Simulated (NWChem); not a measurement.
Ionisation of methanol (CH4O)

SMILES: CO
```xyz
6

C      0.6125    -0.2314     0.0000
O     -0.6650     0.3583     0.0000
H      0.8066    -0.8558     0.8960
H      1.3548     0.5819     0.0000
H      0.8066    -0.8558    -0.8960
H     -1.3230    -0.3478     0.0000
```
Charge 0, spin multiplicity 1.

Program: NWChem. The geometry was optimised at B3LYP/def2-SVP, a minimum by its harmonic frequencies.

Basis set: def2-TZVPD. The species with one electron less has spin multiplicity 2 and keeps the geometry of the parent. Δ marks differences of total energies (open shells unrestricted). −ε marks an orbital energy of the parent. That orbital need not have the symmetry of the hole or added electron in the Δ rows.

B3LYP has NWChem's definition, with VWN1-RPA local correlation. No SCF solution was tested for a lower state.

Problem. One of these methods gave a first vertical ionisation energy of 12.24 eV. Which?
A. G0W0@CAM-B3LYP
B. G0W0@PBE
C. −ε(HOMO) of HF
D. Δr2SCAN

Solution. C, −ε(HOMO) of HF. The others give 10.70 (Δr2SCAN), 10.96 (G0W0@CAM-B3LYP), 10.24 (G0W0@PBE).
